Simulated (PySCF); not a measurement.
B3LYP has the VWN-RPA correlation part, as in Gaussian. 

HO, SMILES `[OH]` (charge 0, multiplicity 2)

Computed with B3LYP-D3(BJ)/def2-TZVP // r2SCAN-D4/def2-SVP (PySCF).

The highest occupied spin orbital comes out as -8.84 eV, the dipole moment is 0.369 e·Å and the total energy is -75.7684 Ha. The cost is around 7 core-seconds (rough).

```xyz
2

O      0.4892     0.0000     0.0000
H     -0.4892     0.0000     0.0000
```
Charge 0, spin multiplicity 2.
